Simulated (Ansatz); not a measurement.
Reaction (substitution at a C–C bond): `CC=C(O)O` + `OC1=C(F)C1` → `COC1=C(F)C1` + `C=C(O)O`

Gas-phase electronic energies from Ansatz, PBE0-D4/def2-TZVP geometries. CBS: MP2 limit from def2 TZ/QZ plus the TZ coupled-cluster correction, frozen cores. Functionals use def2-TZVPP. Each species was taken in one conformer, which may not be the lowest.

```
      species  PBE energy (Eh)
   `CC=C(O)O`       -268.15774
 `OC1=C(F)C1`       -290.87728
`COC1=C(F)C1`       -330.13236
    `C=C(O)O`       -228.88593
```

**Question.** Work out ΔE.

**Answer.** ΔE = (-330.13236) + (-228.88593) − (-268.15774) − (-290.87728) = 0.01673 Eh = +10.5 kcal/mol. CCSD(T)/CBS gives +10.5 kcal/mol.

Largest T1 diagnostic among the species: 0.012.

In def2-TZVPP, CCSD(T) changes the Hartree–Fock value by +2.7 kcal/mol (the triples alone add +0.1 kcal/mol) and MP2 by +3.6 kcal/mol.
